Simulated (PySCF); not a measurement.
BCl2NH2, optimised at PBE/def2-SVP:

```xyz
6

N      0.2215    -0.0395    -0.0990
B      0.2577     0.9064    -1.1276
Cl     1.7962     1.3032    -1.9228
Cl    -1.2345     1.7187    -1.6473
H     -0.6420    -0.2931     0.3805
H      1.0567    -0.5260     0.2261
```

Computed with PySCF (xtb for GFN2) and rigid-rotor harmonic-oscillator thermochemistry at 1 bar. 6-31G* has spherical d functions here. All species are closed-shell singlets. B3LYP is the form with VWN-RPA correlation. BCl2NH2: computed as isolated molecules; such fragments, hydroxides, amides, oligomers or adducts are transient or little studied in the gas.

**Question.** List the harmonic frequencies (cm⁻¹, unscaled) at this level and at the other levels, each on its own geometry.

**Answer.** 
- PBE/def2-SVP: 256, 311, 445, 502, 549, 554, 757, 1050, 1329, 1531, 3521, 3631
- B3LYP/6-31G*: 264, 322, 468, 522, 553, 578, 780, 1084, 1370, 1654, 3592, 3690
- GFN2-xTB: 235, 285, 406, 502, 511, 583, 654, 945, 1309, 1496, 3493, 3531
- HF/6-31G*: 282, 345, 508, 584, 601, 610, 841, 1173, 1441, 1799, 3822, 3924
- PBE0/def2-TZVP: 261, 319, 474, 542, 562, 575, 790, 1092, 1369, 1623, 3627, 3732
